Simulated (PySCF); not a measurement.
Species: C₄H₆NO (doublet state).
Structure used (GFN2-xTB), in Å, numbered top down from 1:
```
atom  x, y, z in Å
C1    -1.0597    0.9071    0.0965
C2    -0.4325   -0.4394    0.0416
O3    -0.7723   -1.3093   -0.9646
C4     0.9144   -0.6895    0.6453
C5     1.8670    0.0727   -0.1330
N6     2.5207    0.7231   -0.8133
H7    -2.1269    0.8412   -0.1198
H8    -0.6128    1.6023   -0.6267
H9    -0.9317    1.3404    1.0865
H10   -1.4773   -0.9373   -1.5055
H11    0.9520   -0.3605    1.6869
H12    1.1601   -1.7515    0.5802
```

The hyperfine couplings belong to this conformer and change with its torsions.

Identity: `C[C](O)CC#N` [radical].

Theory: PySCF 2.14.0, UKS B3LYP, pcH-1 on C H N O, non-relativistic, mean-field spin-orbit, GIAO. One conformer (not necessarily the lowest) at the GFN2-xTB geometry, without solvent, vibrations or thermal averaging. Couplings are sensitive to structure, and on GFN2-xTB geometries they can be far from those on DFT ones. Stability of the SCF solution: not tested.

Principal values of hyperfine tensors in MHz (contact and dipolar terms together), for some of the nuclei:

```csv
atom,isotope,A1,A2,A3
C2,13C,80.60,81.76,313.59
C5,13C,78.84,80.19,90.05
H7,1H,27.77,28.65,42.43
H11,1H,26.55,27.86,41.97
O3,17O,-87.12,2.42,4.94
H9,1H,16.58,17.84,31.79
C1,13C,-22.59,-22.21,-17.53
H12,1H,14.54,15.56,29.37
```

Problem. Split each tensor into its isotropic and traceless parts, and turn a_iso into mT with g = 2.0031.

Solution. a_iso = (A1 + A2 + A3)/3, Ti = Ai − a_iso; 1 mT corresponds to 28.036 MHz.

```tsv
atom	a_iso (MHz)	a_iso (mT)	T1	T2	T3
C2	158.65	5.659	-78.05	-76.89	154.94
C5	83.03	2.961	-4.19	-2.84	7.02
H7	32.95	1.175	-5.18	-4.30	9.48
H11	32.13	1.146	-5.58	-4.27	9.84
O3	-26.59	-0.948	-60.53	29.01	31.52
H9	22.07	0.787	-5.49	-4.24	9.72
C1	-20.78	-0.741	-1.81	-1.44	3.25
H12	19.82	0.707	-5.28	-4.26	9.55
```

Problem. What spin density at the nucleus of C2 lies behind its contact coupling (g_N = 1.40482)?

Solution. a_FC = 800.24 MHz bohr³ × g_N × ρ(0)/(2S). With a_FC = 158.65 MHz and 2S = 1, ρ(0) = 0.1411 bohr⁻³.

Problem. H8 (1H, g_N = 5.58569) isn't in the table. Its spin density at the nucleus is 0.02778 bohr⁻³. What is its contact coupling?

Solution. By the same relation, a_FC = 124.2 MHz. Its full tensor has the principal values 119.97, 121.04, 131.56 MHz.

Problem. Which nucleus of the table has the largest anisotropic coupling, and what is its form?

Solution. C2: -78.0, -76.9, 154.9 MHz, axial, in the ratio −1:−1:+2, the form that spin in one p orbital centred on that nucleus gives.

Problem. What first-order splitting does C5 cause when the field lies along A1, A2 or A3 of its tensor (g taken as isotropic, no quadrupole term)?

Solution. 2 lines (I = 1/2), spaced by |A_i|/(g × 13.996): 2.81, 2.86, 3.21 mT along the axes of A1, A2 and A3.

The run took 26 s wall (with the writing of density and orbital grids) on an Arm Neoverse V2 with one thread, shared host, and the process peaked at 0.75 GiB of memory.
